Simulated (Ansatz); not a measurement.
in.yaml

```yaml
crystal:
  periodic: [false, false, false]
  atoms:
    - {symbol: B, position_ang: [0.132019, -0.816155, 1.712994]}
    - {symbol: Ge, position_ang: [-0.032855, 0.233603, 0.130583]}
    - {symbol: F, position_ang: [0.043765, -0.515861, -1.463773]}
    - {symbol: H, position_ang: [0.126874, 1.642016, -0.193818]}
basis:
  gaussian: {orbitals: cc-pVDZ}
magnetization: {spin_polarized: true, initial_magnetization: 3}
hamiltonian: {xc: {name: B3LYP}}
correlation: {method: ccsd_t, electrons: valence}
scf: {omitted_lower_state_checks: [cluster_reference]}
```

```sh
$ ansatz run in.yaml --threads 1 --pin off --events-out ev --progress --plain --max-ram 2393MiB
```

The program prints:

```
these checks for a lower state are left out or cut short: cluster_reference
634 factors; integrals over basis functions are off by at most 8.7e-4 eV
mean field evaluation 1: about -59921.5187 eV, gradient 2.2e1 eV
mean field evaluation 2: about -59921.5536 eV, gradient 2.2e1 eV
mean field evaluation 4: about -59923.3204 eV, gradient 4.4e0 eV
mean field evaluation 8: about -59923.4648 eV, gradient 4.5e-1 eV
mean field evaluation 16: about -59923.4677 eV, gradient 1.9e-4 eV
mean field -59923.46767904 eV, -2202.1468196196 hartree, gradient 2.6e-6 eV, S^2 3.751499; 0 other end points of the search recorded, 0 dependent functions left out
11 core orbitals not correlated: weight in the atoms' cores, before any rotation towards them, 1.000 or more for the frozen orbitals, at most 0.000 for the correlated occupied ones
reference -59862.14430669 eV, -2199.8932272522 hartree; 14, 11 occupied and 35, 38 virtual orbitals, 634 factors
second order -9.52934637 eV of doubles, -0.57058234 eV of singles
cycle   1  -9.68416012 eV  change    4.0e-1 eV  update   1.1e-1
cycle   2  -10.02382319 eV  change   -3.4e-1 eV  update   5.6e-2
cycle   3  -10.11947820 eV  change   -9.6e-2 eV  update   1.3e-2
cycle   4  -10.12483276 eV  change   -5.4e-3 eV  update   4.8e-3
cycle   5  -10.12437038 eV  change    4.6e-4 eV  update   2.3e-3
cycle   6  -10.12489400 eV  change   -5.2e-4 eV  update   9.8e-4
cycle   7  -10.12468446 eV  change    2.1e-4 eV  update   4.3e-4
cycle   8  -10.12467170 eV  change    1.3e-5 eV  update   1.9e-4
cycle   9  -10.12474855 eV  change   -7.7e-5 eV  update   1.1e-4
cycle  10  -10.12475296 eV  change   -4.4e-6 eV  update   6.0e-5
cycle  11  -10.12472902 eV  change    2.4e-5 eV  update   3.4e-5
cycle  12  -10.12474163 eV  change   -1.3e-5 eV  update   1.7e-5
perturbative correction -0.31272954 eV, -0.0114925985 hartree
Total energy: -59872.58177786 eV, -2200.2767972427 hartree
Checks for a lower state left out: cluster_reference
```

Ran on 1 thread of Intel Xeon Platinum 8259CL, shared host: 14 s wall, 0.23 GiB peak host memory.
